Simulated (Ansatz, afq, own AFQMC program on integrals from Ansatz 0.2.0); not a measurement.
# Where AFQMC and coupled cluster stand for Si2, triplet

| atom | x (Å) | y (Å) | z (Å) |
| --- | --- | --- | --- |
| Si | 0.0000 | 0.0000 | 0.0000 |
| Si | 0.0000 | 0.0000 | 2.2861 |

Basis 6-31G. Noble-gas cores (and the filled d shells of Ga–Kr and In–Xe) are frozen. AFQMC by an in-house program on the Cholesky factors that Ansatz 0.2.0 writes for its CCSD(T) run. ph-AFQMC/CISD is guided by a CISD state made of CCSD amplitudes; releasing the constraint for a short imaginary time cuts its bias at the price of noise, slowly where states lie close. ± is one standard error of the sampling.

Determinant: UHF, the one that the program's search chose, which needn't be the lowest solution. The geometry is a PBE0/def2-TZVP stationary point of this or a neighbouring charge and spin state.

Full CI on the same integrals is exact in this basis and with this determinant's frozen core.

Cautions: an unrestricted solution with more broken spin lies lower (381 meV, ⟨S²⟩ 2.63); the released energies have errors that jump between times, so the bars are unsure, so no released level is given (meV from the phaseless value at times in 1/Eh: -10 ± 3 at 0.24, -18 ± 5 at 0.51, -28 ± 7 at 0.99, -34.5 ± 2.1 at 1.62, -41.0 ± 1.8 at 2.40).

The T1 diagnostic is 0.0234, the weight of the determinant in the CISD state is 0.860 and the ⟨S²⟩ of the determinant is 2.022. The size of the correlated space is 8 electrons in 16 orbitals.

| level | correlation energy (eV) |
| --- | --- |
| MP2 | -2.5177 |
| CCSD | -2.9772 |
| CCSD(T) | -3.0998 |

Question: Estimate where phaseless AFQMC with a CISD trial lies against CCSD(T) on the same integrals.

Answer: 14.5 ± 4.1 meV below CCSD(T).

Reference: full CI, correlation energy -3.171 eV.

```json
{"level": "CCSD(T)", "E − E(reference) (meV)": "71.5", "share of correlation (%)": "97.74"}
{"level": "CCSDT", "E − E(reference) (meV)": "42.9", "share of correlation (%)": "98.65"}
{"level": "CCSDT(Q)", "E − E(reference) (meV)": "9.3", "share of correlation (%)": "99.71"}
{"level": "CCSDTQ", "E − E(reference) (meV)": "5.2", "share of correlation (%)": "99.84"}
{"level": "ph-AFQMC/CISD", "E − E(reference) (meV)": "57.0 ± 4.1", "share of correlation (%)": "98.20"}
```

CCSDT and higher add their correlation energy to the determinant of the CCSD(T) run, since their own runs factorise the integrals more tightly (a shift of under 2 meV). A walk keeps the symmetry of its determinant, which the program's search chose and which needn't be the lowest solution, so a lower state of the same spin and another symmetry isn't excluded.
